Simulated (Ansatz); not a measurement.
# CH5Si: short molecular-dynamics run from a Python script

How does CH5Si move over a short run? A script is to give a short molecular-dynamics run; the system is CH5Si. SMILES: C[SiH2].

Program: Ansatz 0.2.0 through its Python package. Level of theory: BLYP+D4/6-31G*. These are calculated values, not measurements.

## (1) The system

Bond lengths: C1–Si2 1.894 Å, C1–H3 1.089 Å, C1–H4 1.087 Å, C1–H5 1.087 Å, Si2–H6 1.458 Å, Si2–H7 1.458 Å. Angles: C1–Si2–H6 113.0°, C1–Si2–H7 113.1°, H6–Si2–H7 113.0°, Si2–C1–H3 110.9°, Si2–C1–H4 111.5°, Si2–C1–H5 111.4°, H3–C1–H4 107.6°, H3–C1–H5 107.6°, H4–C1–H5 107.7°.

The script holds or builds the structure itself.

## (2) Script

Contents of ch5si_md.py:

```python
"""A short Born-Oppenheimer trajectory of CH5Si."""

import ansatz as az
import numpy as np


def main() -> None:
    geometry_ang = [
        ("C", (-0.12326, -0.80794, 0.0895)),
        ("Si", (0.17796, 1.05397, 0.26219)),
        ("H", (-0.20707, -1.09176, -0.9588)),
        ("H", (0.69035, -1.38449, 0.52123)),
        ("H", (-1.04188, -1.10943, 0.58527)),
        ("H", (-0.94783, 1.85864, -0.19601)),
        ("H", (1.45172, 1.48101, -0.30339)),
    ]
    mol = az.Crystal.molecule()
    for symbol, xyz in geometry_ang:
        mol = mol.atom(symbol, xyz)

    calc = mol.calculation()
    calc = calc.basis(gaussian="6-31G*")
    calc = calc.functional("blyp", dispersion="d4").spin("collinear", total=1)
    symbols = [site.symbol for site in mol.cartesian_sites]
    start = np.array([site.position_ang for site in mol.cartesian_sites], dtype=float)
    r = calc.relax(force_tolerance=0.02).run().report
    end = np.array(r["positions_ang"])
    minimum = az.Crystal.molecule()
    for symbol, place in zip(symbols, end):
        minimum = minimum.atom(symbol, place.tolist())

    # dynamics from the relaxed geometry
    calc = minimum.calculation()
    calc = calc.basis(gaussian="6-31G*")
    calc = calc.functional("blyp", dispersion="d4")
    calc = calc.spin("collinear", total=1).md("nve", timestep=0.5, steps=30, temperature=200, initial_velocities="maxwell_boltzmann", seed=66)
    frames = []
    outcome = calc.session().plan().execute(on_event=lambda e: frames.append(e["data"]) if e["event"] == "md_step" else None)
    print("t (fs)   E_pot (eV)      E_kin (eV)   T (K)   d(0-1) (A)")
    for f in frames[::2]:
        xyz = np.array(f["positions_ang"])
        print(f"{f['time_fs']:6.2f} {f['lagrangian_ev']:14.5f} {f['e_kin_ev']:10.5f} {f['temperature_k']:8.1f} {np.linalg.norm(xyz[0] - xyz[1]):9.4f}")
    kept = np.array([f["conserved_ev"] for f in frames])
    print(f"conserved energy moves by at most {1000 * np.ptp(kept):.3f} meV")


if __name__ == "__main__":
    main()
```

## (3) The calls as engine input

The engine receives this input (first run):

```yaml
crystal:
  periodic: [false, false, false]
  atoms:
    - { symbol: C, position_ang: [-0.12326, -0.80794, 0.0895] }
    - { symbol: Si, position_ang: [0.17796, 1.05397, 0.26219] }
    - { symbol: H, position_ang: [-0.20707, -1.09176, -0.9588] }
    - { symbol: H, position_ang: [0.69035, -1.38449, 0.52123] }
    - { symbol: H, position_ang: [-1.04188, -1.10943, 0.58527] }
    - { symbol: H, position_ang: [-0.94783, 1.85864, -0.19601] }
    - { symbol: H, position_ang: [1.45172, 1.48101, -0.30339] }
basis:
  gaussian:
    orbitals: "6-31G*"
hamiltonian:
  xc: blyp
  dispersion: d4
magnetization:
  spin_polarized: true
  initial_magnetization: 1.0
relax:
  f_tol: 0.02
```

## (4) The run

Run with:

```bash
$ python ch5si_md.py
```

**Question.** What results will this script give? Wanted: moves of the relaxation of run 1; energy gained in run 1; last largest force component of run 1; mean temperature, second half; farthest move; largest change of the conserved energy.

As calculated:

| quantity | value |
| --- | --- |
| runs compared | 2 |
| moves of the relaxation of run 1 | 3 |
| energy gained in run 1 | 0.064 eV |
| last largest force component of run 1 | 0.0167 eV/Å |
| length of the run | 30 steps, 15 fs |
| mean temperature, second half | 77 K |
| farthest move | 0.21 Å |
| largest change of the conserved energy | 0.04 meV/atom |

**Reading.** The dearest, run 2 (dynamics), took some 5.7 times as long as run 1 (relaxation). Run 1: After 3 moves the largest shift is 0.065 Å, of atom 2 (Si). The temperature swings between 60 and 200 K, with a mean of 77 K in the second half; from a start near a minimum about half of the kinetic energy passes into potential energy. The conserved energy stays within 0.04 meV/atom, so the time step holds. A run of 15 fs is far too short for averages. Notes:
- The trajectory is only some femtoseconds long, and gives no averages; where the script doesn't relax first, it starts from a rough generated geometry.
- The run takes the species as open-shell (spin multiplicity 2), which needn't be its ground state.
- The temperature counts the internal degrees of freedom alone.
